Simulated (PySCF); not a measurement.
Working out the ionisation energy of S

S [Ne] 3s2 3p4 (3P) → S⁺ [Ne] 3s2 3p3 (4S). All numbers are calculated (PySCF 2.14, the non-relativistic Hamiltonian (point nucleus), in def2-SVP (4s3p1d, 18 functions)). Frozen: [Ne]. Energies in hartree (1 hartree = 27.21139 eV):

```json
{"part": "UHF", "S (lower)": "-397.366396", "S⁺ (upper)": "-397.028660"}
{"part": "CCSD correlation", "S (lower)": "-0.100377", "S⁺ (upper)": "-0.086684"}
{"part": "(T)", "S (lower)": "-0.001125", "S⁺ (upper)": "-0.000954"}
```

Problem. What does Hartree-Fock give?

Solution. (-397.028660) − (-397.366396) = 0.337736 hartree = 9.190 eV.

Problem. What do CCSD and CCSD(T) give?

Solution. The CCSD correlation energies differ by 0.013693 hartree = 0.373 eV and the triples by 0.000171 hartree = 0.005 eV, so CCSD gives 9.563 eV and CCSD(T) 9.568 eV.

Measured between the centres of the two terms (NIST): 10.336 eV, so CCSD(T) (valence) is off by -0.768 eV.

A double-zeta basis recovers only part of the correlation energy.

What remains against the reference includes basis incompleteness, the frozen core and higher excitations.
